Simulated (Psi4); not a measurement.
Reaction (SMILES): N#N (N2) + 3 [H][H] (H2) → 2 N (NH3)
B3LYP-D3(BJ)/def2-TZVP geometries, fixed; electronic energies without zero-point terms.

How fast the energy of full hydrogenation converges with the basis for several methods (Psi4): deviation from each method's own reference, in kcal/mol. References: B3LYP -41.82 kcal/mol, the value in aug-cc-pVQZ; HF -34.31 kcal/mol, the value in aug-cc-pVQZ; MP2 -39.79 kcal/mol, Hartree-Fock in aug-cc-pVQZ plus the correlation part extrapolated as X^-3 from aug-cc-pVTZ and aug-cc-pVQZ; PBE -46.91 kcal/mol, the value in aug-cc-pVQZ. Cartesian d functions, on some or all atoms, in 6-31G**; all else is spherical. Density fitting with the program's default auxiliary sets. In correlated methods cores are frozen. Psi4's default fitting sets serve the pcseg sets less well. No added dispersion term, no relativity. 

```csv
basis,functions,B3LYP,HF,MP2,PBE
def2-SV(P),28,20.18,14.08,34.92,22.95
cc-pVDZ,29,7.69,2.87,15.27,9.22
pcseg-1,29,6.29,0.63,12.49,7.81
6-31G**,30,6.55,0.81,13.29,7.89
6-311G**,36,5.78,1.55,13.63,6.93
aug-cc-pVDZ,50,-6.97,-5.30,-0.80,-5.81
def2-TZVPD,74,2.45,2.11,7.48,2.51
def2-TZVPPD,88,-0.06,-0.31,1.40,0.13
aug-pcseg-2,115,-0.77,-0.90,0.22,-0.55
aug-cc-pVTZ,115,-0.28,-0.67,0.50,-0.17
cc-pVQZ,145,1.53,0.81,2.02,1.76
pcseg-4,284,0.09,-0.05,0.13,0.15
```

Mean absolute deviation over 6-311G**, def2-TZVPD, def2-TZVPPD, aug-pcseg-2, aug-cc-pVTZ: HF 1.11, B3LYP 1.87, PBE 2.06, MP2 4.64 kcal/mol.
